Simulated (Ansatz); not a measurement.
Start from `FC1(F)C=C1` and change one atom or group to get `OC1(F)C=C1`.

Ansatz, PBE0-D4/def2-TZVP geometries, multiplicity 1. Each molecule was computed in one conformer, which needn't be the lowest.

| property | `FC1(F)C=C1` |
| --- | --- |
| HOMO energy (ωB97M-V/def2-TZVPP) / eV | -10.94 |
| LUMO energy (PBE0/def2-TZVPP) / eV | -0.75 |
| size of the dipole moment (ωB97M-V/def2-TZVPP) / D | 2.93 |
| size of the dipole moment (B3LYP/def2-TZVPP) / D | 2.91 |
| size of the dipole moment (PBE/def2-TZVPP) / D | 2.73 |
| HOMO–LUMO gap (PBE0/def2-TZVPP) / eV | 7.87 |

Question: Give the same properties after the change, and the shifts. (Estimate.)

Answer: Computed: 
```json
{"property": "HOMO energy (ωB97M-V/def2-TZVPP) / eV", "`OC1(F)C=C1`": "-10.18", "shift": "0.76"}
{"property": "LUMO energy (PBE0/def2-TZVPP) / eV", "`OC1(F)C=C1`": "-0.38", "shift": "0.37"}
{"property": "size of the dipole moment (ωB97M-V/def2-TZVPP) / D", "`OC1(F)C=C1`": "1.78", "shift": "-1.15"}
{"property": "size of the dipole moment (B3LYP/def2-TZVPP) / D", "`OC1(F)C=C1`": "1.77", "shift": "-1.14"}
{"property": "size of the dipole moment (PBE/def2-TZVPP) / D", "`OC1(F)C=C1`": "1.65", "shift": "-1.08"}
{"property": "HOMO–LUMO gap (PBE0/def2-TZVPP) / eV", "`OC1(F)C=C1`": "7.47", "shift": "-0.40"}
```

With PBE0 the HOMO rises by 0.77 eV and the LUMO rises by 0.37 eV, so the gap narrows by about 0.40 eV. PBE moves the HOMO by 0.72 eV and ωB97M-V by 0.76 eV. The zero-point energy changes by 31.3 kJ/mol with +3 modes. Dipoles are sizes alone; their direction can turn.

B3LYP here is the variant with VWN-RPA as its local correlation; programs differ in this.
